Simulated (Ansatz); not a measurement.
A correction line for B2PLYP/cc-pVTZ: atomisation enthalpy at 298 K

The atomisation enthalpy at 298 K in kJ/mol of 6 N-containing molecules: x at B2PLYP/cc-pVTZ, y from tabulated heats of molecules and atoms (Active Thermochemical Tables, NIST-JANAF tables). Shapes, held fixed at every level: PBE0-D4/def2-TZVP. Flexible molecules stand in one conformer, not always the lowest. Computed values hold a harmonic thermal term (PBE0-D4/def2-TZVP) and the atoms' spin-orbit lowering. Programs: Ansatz 0.2.0.

| molecule | x (kJ/mol) | y (kJ/mol) |
| --- | --- | --- |
| NClO (nitrosyl chloride) | 782 | 790 |
| NF3 (nitrogen trifluoride) | 829 | ? |
| N2O (nitrous oxide) | 1125 | 1112 |
| HCN (hydrogen cyanide) | 1272 | 1278 |
| N2H4 (hydrazine) | 1700 | 1721 |
| CH3N (methanimine) | 1741 | 1755 |

Problem. Fit y = c + s·x to the known rows and predict y for NF3.

Solution. 
1. Means of the 5 rows: x = 1324.00, y = 1331.2.
2. Σ(Δx)² = 651334, Σ(Δx·Δy) = 663007, so the slope is 663007/651334 = 1.0179.
3. Intercept: 1331.2 − (1.0179) × 1324.00 = -16.5. The largest residual of the fit is 17.
4. NF3: -16.5 + 1.0179 × 829 = 827 kJ/mol.

The tabulated heats give 843 kJ/mol, so the prediction is off by -16 kJ/mol, within the largest residual. Uncorrected, B2PLYP/cc-pVTZ misses it by -14 kJ/mol, and the other rows by 12 on average. The line makes this one worse. Left out in turn, the other rows are missed by 13 kJ/mol on average, worse than no correction.
